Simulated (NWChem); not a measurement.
## Spin states of methylamine (CH5N)

```xyz
7

C     -0.0874     0.6904     0.0000
N      0.1968    -0.7279     0.0000
H      0.3730     1.1640    -0.8817
H      0.3730     1.1640     0.8817
H     -1.1606     0.9771     0.0000
H     -0.2194    -1.1763    -0.8133
H     -0.2194    -1.1763     0.8133
```
Charge 0, spin multiplicity 1.

All runs are NWChem calculations. The geometry was optimised at PBE0/def2-SVP, a minimum by its harmonic frequencies.

Basis set: def2-TZVP. The gap is E(triplet) − E(singlet) at the geometry of the singlet, so a negative value puts the higher spin lower. Open shells are unrestricted, coupled cluster uses restricted open-shell references, and the singlet is the closed-shell solution. The triplet is the single determinant that the SCF runs reached, with unpaired electrons in orbitals of symmetry a' and a' (Cs labels); it need not be the lowest triplet, which in molecules with degenerate π orbitals can need several determinants.

```json
[
 {"method": "LC-wPBE (omega 0.3 per bohr)", "vertical singlet-triplet gap (kcal/mol)": "145.0", "relative cost": "9", "difference from CCSD(T)": "-0.5"},
 {"method": "CCSD(T)", "vertical singlet-triplet gap (kcal/mol)": "145.5", "relative cost": "10", "difference from CCSD(T)": "0.0"},
 {"method": "B2PLYP", "vertical singlet-triplet gap (kcal/mol)": "142.8", "relative cost": "under 3", "difference from CCSD(T)": "-2.7"},
 {"method": "CR-CCSD(T)", "vertical singlet-triplet gap (kcal/mol)": "145.6", "relative cost": "20", "difference from CCSD(T)": "+0.1"},
 {"method": "r2SCAN", "vertical singlet-triplet gap (kcal/mol)": "135.8", "relative cost": "under 3", "difference from CCSD(T)": "-9.7"},
 {"method": "B3LYP", "vertical singlet-triplet gap (kcal/mol)": "138.6", "relative cost": "1", "difference from CCSD(T)": "-6.9"},
 {"method": "HF", "vertical singlet-triplet gap (kcal/mol)": "129.6", "relative cost": "under 3", "difference from CCSD(T)": "-15.9"},
 {"method": "MP2", "vertical singlet-triplet gap (kcal/mol)": "150.3", "relative cost": "under 3", "difference from CCSD(T)": "+4.8"},
 {"method": "PBE", "vertical singlet-triplet gap (kcal/mol)": "135.1", "relative cost": "under 3", "difference from CCSD(T)": "-10.3"}
]
```

The values span 20.8 kcal/mol, from HF (lowest) to MP2 (highest). Costs are rough ratios of processor time within this set of runs, SCF included, with B3LYP as 1.

The correlated methods keep 2 core orbitals frozen. B3LYP has NWChem's definition, with VWN1-RPA local correlation. GW and range-separated runs recompute their integrals, the others keep them in memory, which bears on the times. No SCF solution was tested for a lower state. Open-shell Hartree-Fock references start from PBE0 orbitals; any time given for them includes that run. No row is a measurement; the coupled-cluster row has its own basis-set and correlation limits.
